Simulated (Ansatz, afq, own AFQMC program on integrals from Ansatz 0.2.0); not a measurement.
Two steps: Ansatz 0.2.0 writes the Fock matrix and Cholesky factors of the valence space, and afq projects on them the lowest state that overlaps trial and start.

```yaml
crystal:
  periodic: [false, false, false]
  atoms:
    - {symbol: N, position_ang: [0.000000, 0.000000, 1.246790]}
    - {symbol: C, position_ang: [0.000000, 0.000000, -1.749210]}
    - {symbol: H, position_ang: [0.000000, 0.863263, 1.758942]}
    - {symbol: H, position_ang: [0.000000, -0.863263, 1.758942]}
basis:
  gaussian: {orbitals: cc-pVDZ}
magnetization: {spin_polarized: true, initial_magnetization: 3}
correlation: {method: ccsd_t, electrons: outside_noble_gas, hamiltonian_folder: ham}
```

```sh
$ ansatz run in.yaml --threads 1 --pin off --events-out ev --progress --plain --max-ram 1382MiB
```

Options of the walk:

```
--method phaseless --trial hf --walkers 120 --populations 1 --least-time 40 --time-step 0.005 --steps-per-block 20 --equilibration-blocks 160 --max-blocks 600 --target-error 0.002400 --factor-cut 1e-05 --start spin_pure --seed 2529 --taylor-order 6
```

Times are imaginary, in 1/Eh. The walk had a cap of 1161 s.

afq prints:

```
orbitals 36  electrons 7 4  factors 249 of 358
reference energy -93.25341830 Eh
CCSD correlation -0.23503861 Eh in 16 cycles, weight of the determinant in the CISD state 0.9047
energy of the start -93.253825 Eh
 block  time / (1/Eh)  mean weight  energy / Eh
     1     0.100  0.9995  -93.314556
     2     0.200  1.0022  -93.354435
     3     0.300  1.0022  -93.398467
     4     0.400  1.0022  -93.410101
     5     0.500  1.0012  -93.434327
     8     0.800  1.0022  -93.442112
    15     1.500  1.0008  -93.491499
    57     5.700  1.0008  -93.487072
    99     9.900  0.9977  -93.480035
   141    14.100  1.0004  -93.489094
   183    18.300  1.0011  -93.489258
   225    22.500  0.9997  -93.461623
   239    23.900  1.0000  -93.513767
   267    26.700  0.9994  -93.507807
   295    29.500  1.0006  -93.453013
   309    30.900  1.0003  -93.506706
   351    35.100  0.9994  -93.505334
   393    39.300  0.9996  -93.479498
   435    43.500  1.0012  -93.504558
   477    47.700  1.0004  -93.483645
   519    51.900  0.9999  -93.487518
   547    54.700  0.9988  -93.458141
blocks merged  error / Eh  count
     1  0.000871  400
     2  0.001147  200
     4  0.001522  100
     8  0.001807  50
    16  0.001677  25
    32  0.001916  12
energy -93.487922 +/- 0.001807 Eh
(rows thinned)
```

The run passed its tests (sampling time, drift between the halves within three errors, error under three times the target), which doesn't prove that it has relaxed.

Against this walk (error 49.2 meV) on the same determinant: CCSD(T) 113.3 meV lower, CCSDT(Q) 139.0 meV lower. The error is statistical and leaves out the bias of the constraint.

Cautions: constraint bias not in the error; lower spins were not checked.

The walk took 110 s on 1 thread of Intel(R) Xeon(R) 6975P-C (Granite Rapids), on a shared host. The log's last line is the phaseless energy.

CCSDT and higher add their correlation energy to the determinant of the CCSD(T) run, since their own runs factorise the integrals more tightly (a shift of under 2 meV). A walk keeps the symmetry of its determinant, which the program's search chose and which needn't be the lowest solution, so a lower state of the same spin and another symmetry isn't excluded.
